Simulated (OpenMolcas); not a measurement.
# Potential curves of AlCl⁺: spin–orbit levels

Calculated with OpenMolcas 26.06: state-averaged CASSCF(7,7) over Cl 3p, Al 3s 3p, XMS-CASPT2 (IPEA 0.25, imaginary shift 0.2 hartree), scalar X2C, ANO-RCC-VTZP, then RASSI spin–orbit state interaction with atomic mean-field integrals. C2 symmetry about the axis (a holds Σ, Δ, Γ; b holds Π, Φ, H; Σ⁺ and Σ⁻ are not told apart); roots by multiplicity and irrep: 2a 5, 2b 4, 4a 4.

XMS-CASPT2 energies with spin–orbit state interaction in eV from the lowest point. Curves are followed by energy order within each symmetry, so they are adiabatic and may change character at avoided crossings.

```tsv
R (Å)	(1)Ω=1/2	(1)Ω=3/2	(2)Ω=1/2	(2)Ω=3/2	(5)Ω=1/2
1.778	0.950	5.555	5.581	6.019	8.226
1.881	0.260	4.310	4.371	5.130	6.965
1.974	0.017	3.478	3.543	4.801	6.244
2.067	0.000	2.877	2.944	4.718	5.786
2.170	0.149	2.387	2.455	4.778	5.495
2.274	0.395	2.068	2.136	4.933	5.355
2.418	0.795	1.788	1.856	5.212	5.318
```

(1) With masses 34.969 and 26.982 u, fit the curves (1)Ω=1/2, (2)Ω=3/2 near their minima.

The 5 lowest clean curves are shown; the next is (1)Ω=7/2, from 5.42 eV. Left out for impure symmetry, kinks or missing points, though low: (3)Ω=1/2, (4)Ω=1/2, (3)Ω=3/2. Only roots inside an energy window near the equilibrium distance were included, so the list of states is not complete; labels number the states computed. Each spin and symmetry block has orbitals of its own, averaged over its own roots, so gaps between blocks are less sure than gaps within one and near the minimum can be off by tenths of an eV, in bad cases by more. No Rydberg orbitals are active, so Rydberg states, and σ→σ* states whose orbital the CASSCF left unused, can be missing between those listed. CASPT2 splits the two components of degenerate states numerically, here by up to 63 cm⁻¹. No roots were computed in block 4b (none fell in the window or the block failed), so states of that kind are missing and can lie low or lowest. Points that failed a check (symmetry, reference weights, a jump) are left out.

Results:

(1) At XMS-CASPT2 with spin–orbit state interaction, Te from the lowest curve (the fit fixes ωe to a per cent or two; the method's Re and ωe can be off by some per cent):

| curve | Te (cm⁻¹) | Re (Å) | ωe (cm⁻¹) |
| --- | --- | --- | --- |
| (1)Ω=1/2 | 0 | 2.027 | 598.8 |
| (2)Ω=3/2 | 38150 | 2.070 | 521.3 |
